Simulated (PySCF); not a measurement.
NMR data simulated for an unnamed compound:

¹H NMR (400 MHz, computed): δ 2.16 (s, 6H).

¹³C{¹H} NMR (computed): δ 25.6 (CH3).

PySCF 2.14.0 with density-fitted response routines calculation with geometry from PBE0-D3(BJ)/def2-TZVP and σ from GIAO-B97-2/pcSseg-2; no solvent model, non-relativistic, single conformer, rapidly exchanging positions averaged.

Referencing at the same level of theory: ¹H (σref 31.64) and ¹³C (σref 185.38) against TMS.

**Question.** Which of these does the molecule contain: an aldehyde, an amide, a (CH3)2CH unit, an S-methyl group?

**Answer.** 
- An aldehyde: no.
- An amide: no.
- A (CH3)2CH unit: no.
- An S-methyl group: yes (δC 25.6; δH 2.16 (s)).

The data belong to `CSSC`, C2H6S2; they needn't prove each group on their own.

Carbon signals by region: 1 below 50 ppm.

Shifts are as computed. Against solution values, carbons near 30 ppm lie about +3 ppm off and those near 130 ppm about +7 ppm. Of 1309 compounds with measured shifts, 239 miss one by over three times the rms of a fit or turn the order of signals round; such compounds aren't used in these exercises.
